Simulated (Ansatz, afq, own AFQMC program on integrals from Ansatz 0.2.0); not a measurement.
**Where AFQMC and coupled cluster stand for BC⁺, singlet**

```yaml
atoms:
  - { symbol: B, position_ang: [0.0000, 0.0000, 0.0000] }
  - { symbol: C, position_ang: [0.0000, 0.0000, 1.5282] }
```

Basis cc-pVDZ. Only valence electrons are correlated. AFQMC by an in-house program on the Cholesky factors that Ansatz 0.2.0 writes for its CCSD(T) run. ph-AFQMC/CISD is guided by a CISD state made of CCSD amplitudes; releasing the constraint for a short imaginary time cuts its bias at the price of noise, slowly where states lie close. Uncertainties: one standard error, sampling alone.

Determinant: RHF, the one that the program's search chose, which needn't be the lowest solution. The geometry is a point of a scan.

Full CI on the same integrals is exact in this basis and with this determinant's frozen core.

Cautions: higher spins were not checked; restricted determinant unstable towards unrestricted (UHF 3.12 eV lower, ⟨S²⟩ 1.75); the search met a lower determinant of the same kind, perhaps of another symmetry (213 meV lower), and this one is a saddle point; strong correlation (T1 0.050, weight of the determinant 0.78, largest double 0.29); (T) is large, 8 % of the CCSD correlation; (Q) is large, 115 meV, so the cluster series hasn't closed; the CCSDTQ amplitudes may be one of several solutions (largest double 0.92); the released energies are still falling, so no released level is given (meV from the phaseless value at times in 1/Eh: -40 ± 3 at 0.24, -67 ± 4 at 0.51, -106 ± 5 at 0.99, -134 ± 6 at 1.62, -154 ± 7 at 2.40); the determinant fills πx and πy unequally, so it mixes two states of the linear molecule, and each level undoes that mixture to a different degree, while full CI gives the lower state, and by Hund's rule a triplet of that filling probably lies lower still; CCSDTQ on the UHF determinant differs (963 meV lower), perhaps since the unrestricted series falls towards higher spin.

The T1 diagnostic is 0.0503, the weight of the determinant in the CISD state is 0.777 and the size of the correlated space is 6 electrons in 26 orbitals.

```json
{"level": "MP2", "correlation energy (eV)": "-4.7672"}
{"level": "CCSD", "correlation energy (eV)": "-5.8063"}
{"level": "CCSD(T)", "correlation energy (eV)": "-6.2563"}
```

**Question.** Estimate where phaseless AFQMC with a CISD trial lies against CCSD(T) on the same integrals.

**Answer.** 3.19 ± 0.14 mEh above CCSD(T).

Reference: full CI, correlation energy -6.492 eV. The cautions show a poor starting determinant, so the rows tell how each method copes with it here, and full CI is the sure value.

| level | E − E(reference) (mEh) | share of correlation (%) |
| --- | --- | --- |
| CCSD(T) | 8.68 | 96.36 |
| CCSDT | 6.09 | 97.45 |
| CCSDT(Q) | 1.85 | 99.22 |
| CCSDTQ | 0.35 | 99.85 |
| ph-AFQMC/HF | 23.09 ± 0.74 | 90.32 |
| ph-AFQMC/CISD | 11.87 ± 0.14 | 95.03 |

CCSDT and higher add their correlation energy to the determinant of the CCSD(T) run, since their own runs factorise the integrals more tightly (a shift of under 2 meV).
